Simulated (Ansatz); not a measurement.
in.yaml

```yaml
crystal:
  periodic: [false, false, false]
  atoms:
    - {symbol: Br, position_ang: [-0.428201, 0.000000, 0.000000]}
    - {symbol: H, position_ang: [1.089799, 0.000000, 0.000000]}
    - {symbol: B, position_ang: [2.501799, 0.000000, 0.000000]}
    - {symbol: H, position_ang: [3.010872, 0.000000, 1.077008]}
    - {symbol: H, position_ang: [3.010872, 0.000000, -1.077008]}
basis:
  gaussian: {orbitals: cc-pVDZ}
magnetization: {spin_polarized: false, initial_magnetization: 1}
hamiltonian: {xc: {name: B3LYP}}
correlation: {method: bccd_t, electrons: outside_noble_gas}
output: {forces: true}
```

```sh
$ ansatz run in.yaml --threads 1 --pin off --events-out ev --progress --plain --max-ram 2393MiB
```

Output:

```
576 factors; integrals over basis functions are off by at most 1.2e-3 eV
mean field evaluation 1: about -70768.4354 eV, gradient 8.9e0 eV
mean field evaluation 2: about -70768.4976 eV, gradient 8.8e0 eV
mean field evaluation 4: about -70768.8284 eV, gradient 2.0e0 eV
mean field evaluation 8: about -70768.8469 eV, gradient 3.9e-2 eV
mean field evaluation 16: about -70768.8469 eV, gradient 1.0e-5 eV
mean field -70768.84689024 eV, -2600.7071543692 hartree, gradient 1.3e-6 eV, S^2 0.750000; 2 other end points of the search recorded, 0 dependent functions left out
mean field evaluation 32: about -70714.6692 eV, gradient 5.4e-1 eV
15 core orbitals not correlated: weight in the atoms' cores, before any rotation towards them, 1.000 or more for the frozen orbitals, at most 0.000 for the correlated occupied ones
reference -70714.18245608 eV, -2598.6982734664 hartree; 7, 6 occupied and 34, 35 virtual orbitals, 576 factors
second order -5.80594484 eV of doubles, -0.24562045 eV of singles
cycle   1  -6.62923948 eV  change   -5.8e-1 eV  update   5.7e-2
cycle   2  -6.78355623 eV  change   -1.5e-1 eV  update   1.9e-2
cycle   3  -6.83443734 eV  change   -5.1e-2 eV  update   7.7e-3
cycle   4  -6.83542779 eV  change   -9.9e-4 eV  update   2.4e-3
cycle   5  -6.83521197 eV  change    2.2e-4 eV  update   1.0e-3
cycle   6  -6.83518497 eV  change    2.7e-5 eV  update   4.8e-4
cycle   7  -6.83518049 eV  change    4.5e-6 eV  update   1.9e-4
cycle   8  -6.83523318 eV  change   -5.3e-5 eV  update   7.9e-5
cycle   9  -6.83523490 eV  change   -1.7e-6 eV  update   2.5e-5
cycle  10  -6.83522810 eV  change    6.8e-6 eV  update   7.3e-6
cycle  11  -6.83522905 eV  change   -9.5e-7 eV  update   2.6e-6
cycle  12  -6.83522943 eV  change   -3.8e-7 eV  update   9.1e-7
cycle  13  -6.83523008 eV  change   -6.5e-7 eV  update   3.7e-7
perturbative correction -0.12471781 eV, -0.0045832948 hartree
the calculation of the forces begins
Total energy: -70721.14240396 eV, -2598.9540468337 hartree
Atom 0 at    -0.428201     0.000000     0.000000 Å, force    -2.493925     0.000000    -0.000000 eV/Å
Atom 1 at     1.089799     0.000000     0.000000 Å, force     2.155102    -0.000000     0.000000 eV/Å
Atom 2 at     2.501799     0.000000     0.000000 Å, force    -0.014944    -0.000000     0.000000 eV/Å
Atom 3 at     3.010872     0.000000     1.077008 Å, force     0.176883    -0.000000     0.248829 eV/Å
Atom 4 at     3.010872     0.000000    -1.077008 Å, force     0.176883     0.000000    -0.248829 eV/Å
Dipole moment:     0.486763    -0.000000    -0.000000 e Å
```

Forces (eV/Å):
```
Br  -2.494  0.000  0.000
H    2.155  0.000  0.000
B   -0.015  0.000  0.000
H    0.177  0.000  0.249
H    0.177  0.000 -0.249
```

Ran on 1 thread of Intel Xeon 6975P-C, shared host: 7 s wall, 0.26 GiB peak host memory.
